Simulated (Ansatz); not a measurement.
Total energies of CH3AlO.

```xyz
6

O     0.206    0.195    1.220
C    -0.330   -0.798    0.680
Al    0.159    0.455   -0.715
H    -0.667   -1.608    1.351
H    -0.943    1.496   -1.154
H     1.575    0.259   -1.382
```

Total charge 0; spin multiplicity 1. The bonds changed during the relaxation, so this is another structure than the one it started from. The geometry is a stationary point of PBE0-D4/def2-TZVP. Basis def2-TZVPP, Ansatz.

RPA on PBE orbitals: Hartree–Fock energy of these orbitals -356.37468 Eh, correlation -0.78250 Eh (frozen core).

| functional | energy without D4 (Eh) | D4 term (kJ/mol) |
| --- | --- | --- |
| revPBE | -357.48726 | -24.7 |
| r2SCANh | -357.47441 | -1.9 |

Problem. Give the same for LDA (SPW92), PBE, BLYP, r2SCAN, B97M-V, PBE0, B3LYP, r2SCAN0, HSE06 (plane-wave form), BHLYP, CAM-B3LYP, LC-ωPBE, ωB97X-V, ωB97M-V, B2PLYP, PBE-QIDH. (Estimate.)

Solution. The calculation gave: 
```json
{"functional": "LDA (SPW92)", "energy without D4 (Eh)": "-355.60166", "D4 term (kJ/mol)": "–"}
{"functional": "PBE", "energy without D4 (Eh)": "-357.30228", "D4 term (kJ/mol)": "-7.9"}
{"functional": "BLYP", "energy without D4 (Eh)": "-357.55354", "D4 term (kJ/mol)": "-17.8"}
{"functional": "r2SCAN", "energy without D4 (Eh)": "-357.48404", "D4 term (kJ/mol)": "-1.8"}
{"functional": "B97M-V", "energy without D4 (Eh)": "-357.49964", "D4 term (kJ/mol)": "–"}
{"functional": "PBE0", "energy without D4 (Eh)": "-357.32628", "D4 term (kJ/mol)": "-6.6"}
{"functional": "B3LYP", "energy without D4 (Eh)": "-357.60246", "D4 term (kJ/mol)": "-12.9"}
{"functional": "r2SCAN0", "energy without D4 (Eh)": "-357.46075", "D4 term (kJ/mol)": "-2.1"}
{"functional": "HSE06 (plane-wave form)", "energy without D4 (Eh)": "-357.31446", "D4 term (kJ/mol)": "-6.1"}
{"functional": "BHLYP", "energy without D4 (Eh)": "-357.51415", "D4 term (kJ/mol)": "-10.0"}
{"functional": "CAM-B3LYP", "energy without D4 (Eh)": "-357.53472", "D4 term (kJ/mol)": "-6.7"}
{"functional": "LC-ωPBE", "energy without D4 (Eh)": "-357.41702", "D4 term (kJ/mol)": "–"}
{"functional": "ωB97X-V", "energy without D4 (Eh)": "-357.49792", "D4 term (kJ/mol)": "–"}
{"functional": "ωB97M-V", "energy without D4 (Eh)": "-357.51749", "D4 term (kJ/mol)": "–"}
{"functional": "B2PLYP", "energy without D4 (Eh)": "-357.37507", "D4 term (kJ/mol)": "–"}
{"functional": "PBE-QIDH", "energy without D4 (Eh)": "-357.22038", "D4 term (kJ/mol)": "–"}
```

B3LYP takes the VWN-RPA correlation (the form of Gaussian; ORCA's B3LYP/G). HSE06 is the plane-wave form, built on full-range PBE exchange. The double hybrids freeze the cores in their second-order part.

LC-ωPBE has ω = 0.4 bohr⁻¹.
